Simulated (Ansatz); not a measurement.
Z-matrix (Å, degrees):
```
C
B 1 1.545
H 1 1.092 2 114.6
H 1 1.098 2 113.9 3 127.1
H 1 1.101 2 105.5 3 -116.2
C 2 1.545 1 129.9 3 -156.8
H 6 1.098 2 114.1 1 27.1
H 6 1.092 2 114.3 1 154.1
H 6 1.101 2 105.7 1 -90.0
```

Charge 0, multiplicity 2.

Question: List the PBE/def2-TZVPP orbital energies in eV (Ansatz 0.2.0). (An estimate is asked.)

Answer: The calculation gave: α occupied: -268.43, -268.43, -177.34, -17.74, -16.98, -10.77, -10.25, -10.05, -9.65, -9.52, -8.02, -3.73. α empty: -1.90, 0.33, 1.21, 1.77, 1.81, 2.84, 2.94, 3.25. β occupied: -268.42, -268.42, -177.07, -17.62, -16.93, -10.48, -10.13, -9.83, -9.55, -9.50, -7.88. β empty: -1.60, -1.29, 0.52, 1.34, 1.98, 2.09, 2.88, 3.08. ⟨S²⟩ = 0.752.
